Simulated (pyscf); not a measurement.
Single points on ωB97X-D3(BJ)/def2-SVP structures (PySCF, gas phase). Correlated levels are frozen-core, on RHF or UHF. ΔMP2 is the change of the MP2 total energy from the triple- to the quadruple-zeta basis.

Problem. HO–SiH₃ (SMILES O[SiH3]) → SiH₂ (SMILES [SiH2]) [singlet] + H₂O (SMILES O)
Surface: singlet. Broken: H–Si, O–Si. Formed: H–O. Give ΔE‡ and ΔE from CCSD(T)/def2-TZVPP + ΔMP2(QZVPP), relative to the reactant's lowest minimum found.

Solution. ΔE‡ = 82.5 kcal/mol, ΔE = +75.3 kcal/mol. Zero-point energy shifts the barrier by -2.4 kcal/mol. It is a 1,1-elimination, with an imaginary mode of 1593i cm⁻¹. On the product side the descent ends in an adduct with a O–Si contact, 19.8 kcal/mol under the separated species and 23.3 kcal/mol under the saddle at ωB97X-D3(BJ)/def2-TZVP. What is counted as broken (O–Si) persists as a longer contact in the product adduct; parting that adduct is a step of its own. The same reactants have a lower exit, to HO–SiH: [singlet] + H₂ (barrier +66.9 kcal/mol at ωB97M-D3(BJ), against +81.3 kcal/mol here). This is the saddle that the search found; another between the same sides may lie lower. The CCSD(T) − MP2 part came from Ansatz, without density fitting, on the same reference.
